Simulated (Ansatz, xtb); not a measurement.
Molecule: CH₃O₂ (charge +1, singlet). It need not be the lowest isomer of its formula. SMILES: O=C[OH2+]
Structure (B3LYP-D3(BJ)/def2-TZVP (Ansatz, a program for electronic structure) minimum search):
```xyz
6

O     -1.0512    -0.5390    -0.0452
C      0.2216     0.5857     0.0087
O      1.2564     0.1357     0.1286
H     -0.7781    -1.4708    -0.1509
H     -0.3073     1.5344    -0.0525
H     -1.8852    -0.3516    -0.5157
```
Charge +1, spin multiplicity 1.

Harmonic wavenumbers from GFN2-xTB (xtb, at its own minimum), cm⁻¹: 276, 444, 563, 596, 846, 910, 1174, 1322, 1978, 2979, 3190, 3246.

Question: Give the harmonic wavenumbers at B3LYP-D3(BJ)/def2-TZVP (Ansatz, finite differences of forces, unscaled).

Answer: 244, 294, 422, 486, 845, 923, 1202, 1606, 2078, 3204, 3615, 3725 cm⁻¹. Zero-point energy 26.7 kcal/mol.

Question: From these and the geometry, give the ideal-gas thermochemistry at 298.15 K and 1 atm (rigid rotor, harmonic oscillator).

Answer: Point group C1, rotational symmetry number 1. Rotational constants 59.75, 9.421, 8.179 GHz. S(trans) 37.47, S(rot) 21.77, S(vib) 5.15, S(elec, spin only) 0.00, S 64.4 cal/(mol K). H(298) - H(0) 3.36 kcal/mol; G - E(el) 10.8 kcal/mol.
